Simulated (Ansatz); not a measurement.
Method: B3LYP-D3(BJ)/def2-TZVP run with Ansatz (an electronic-structure program). No frequencies were computed at this level.

Ansatz 0.2 input:
```yaml
crystal:
  periodic: [false, false, false]
  atoms:
    - { symbol: O, position_ang: [0.481856, -0.000003, -0.000002] }
    - { symbol: H, position_ang: [-0.481856, 0.000003, 0.000002] }
basis:
  gaussian: { orbitals: def2-tzvp }
hamiltonian:
  xc: b3lyp
  dispersion: d3bj
relax:
  max_steps: 150
magnetization:
  spin_polarized: true
  initial_magnetization: 1
```

Output:

```
Functional definition: B3LYP
195 factors; their error is unknown
mean field evaluation 1: about -2060.4156 eV, gradient 2.0e1 eV
mean field evaluation 2: about -2059.5363 eV, gradient 2.6e1 eV
mean field evaluation 4: about -2061.7505 eV, gradient 5.0e-2 eV
mean field evaluation 8: about -2061.7518 eV, gradient 2.9e-3 eV
mean field -2061.75183616 eV, -75.7679824732 hartree, gradient 4.8e-5 eV, S^2 0.752320; 0 other end points of the search recorded, 0 dependent functions left out
reference -2061.75195764 eV, -75.7679869377 hartree; 5, 4 occupied and 32, 33 virtual orbitals, 195 factors
relax step   1: F+E_penalty+E_count = -2061.75852321 eV  Δ(F+E_penalty+E_count) = +0.000e0 eV  max|allowed force component| = 6.420e-1 eV/Å  Δτ_max = 0.0000 Å  (24 SCF iters, accepted)
these checks for a lower state are left out or cut short: starts, cluster_reference, orbital_swaps, neighbouring_geometries, increment
195 factors; their error is unknown
mean field evaluation 16: about -2061.7557 eV, gradient 3.6e-5 eV
mean field -2061.75566193 eV, -75.7681230676 hartree, gradient 6.5e-6 eV, S^2 0.752352; 0 other end points of the search recorded, 0 dependent functions left out
reference -2061.75578423 eV, -75.7681275624 hartree; 5, 4 occupied and 32, 33 virtual orbitals, 195 factors
relax step   2: F+E_penalty+E_count = -2061.76234981 eV  Δ(F+E_penalty+E_count) = -3.827e-3 eV  max|allowed force component| = 1.664e-1 eV/Å  Δτ_max = 0.0048 Å  (32 SCF iters, accepted)
these checks for a lower state are left out or cut short: starts, cluster_reference, orbital_swaps, neighbouring_geometries, increment
195 factors; their error is unknown
mean field -2061.75595013 eV, -75.7681336588 hartree, gradient 6.5e-6 eV, S^2 0.752364; 0 other end points of the search recorded, 0 dependent functions left out
reference -2061.75607273 eV, -75.7681381644 hartree; 5, 4 occupied and 32, 33 virtual orbitals, 195 factors
relax step   3: F+E_penalty+E_count = -2061.76263836 eV  Δ(F+E_penalty+E_count) = -2.885e-4 eV  max|allowed force component| = 4.985e-3 eV/Å  Δτ_max = 0.0017 Å  (30 SCF iters, accepted)
195 factors; their error is unknown
mean field evaluation 32: about -2061.7560 eV, gradient 3.5e-5 eV
mean field -2061.75595013 eV, -75.7681336588 hartree, gradient 6.5e-6 eV, S^2 0.752364; 1 other end points of the search recorded, 0 dependent functions left out
reference -2061.75607273 eV, -75.7681381644 hartree; 5, 4 occupied and 32, 33 virtual orbitals, 195 factors
Total energy: -2061.76276096 eV, -75.7683839524 hartree
Atom 0 at     0.488309    -0.000003    -0.000002 Å, force     0.004985    -0.000000    -0.000000 eV/Å
Atom 1 at    -0.488309     0.000003     0.000002 Å, force    -0.004985     0.000000     0.000000 eV/Å
Dipole moment:    -0.368435     0.000002     0.000002 e Å
```

Cost: roughly 0.7 core-seconds.
